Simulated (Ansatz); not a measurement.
## Diamond-structure Ge

Method: PBEsol (Ansatz, a program for electronic structure, PAW).

Run with plane-wave cutoff 500 eV, 12×12×1 k mesh (along the axes of the cell as run), Fermi–Dirac smearing 0.05 eV, scalar-relativistic PAW data made under PBE.

Cell: relaxed at this level.

```
Property                              Value
--------------------------------  ---------
surface energy of the (100) face  1.61 J/m²
work function of the (100) face     5.15 eV
```

The slab of 12 atoms is relaxed and unreconstructed.

Computing time: about 13 core-minutes (a rough figure).
